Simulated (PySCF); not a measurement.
Si(OH)2H2.
Z-matrix (Å and degrees, PBE0-D3(BJ)/def2-SVP geometry), rows numbered from 1:
```
Si
O   1  1.6595
H   2  0.9604  1  117.99
O   1  1.6593  2  113.89  3   -84.72
H   4  0.9607  1  117.80  2    76.27
H   1  1.4788  2  106.37  3   159.44
H   1  1.4984  2  108.68  3    37.44
```

The closed-shell ground state was solved at several levels (PySCF, density fitting, gas phase, non-relativistic).

```csv
level,basis functions,HOMO (eV),LUMO (eV),gap (eV),dipole (D)
PBE0/pcSseg-1,78,-8.88,0.70,9.58,2.85
KT2/pcSseg-1,78,-7.41,-0.27,7.14,2.68
```

**Question.** What might CAM-B3LYP/def2-SVPD (102 basis functions) give for the same quantities?

**Answer.** HOMO -10.40 eV, LUMO 0.59 eV, gap 10.99 eV, dipole 2.64 D.

**Question.** Over all these levels, which gives the widest orbital gap and which the narrowest?

**Answer.** CAM-B3LYP/def2-SVPD (range-separated hybrid) has the widest, 10.99 eV, and KT2/pcSseg-1 (GGA) the narrowest, 7.14 eV. Functional and basis both differ between the two, so the spread mixes both effects.

**Question.** How far do the dipole and the HOMO energy spread over the levels?

**Answer.** The dipole runs from 2.64 to 2.85 D (mean 2.72 D) and the HOMO from -10.40 to -7.41 eV.

One conformer stands for the species.
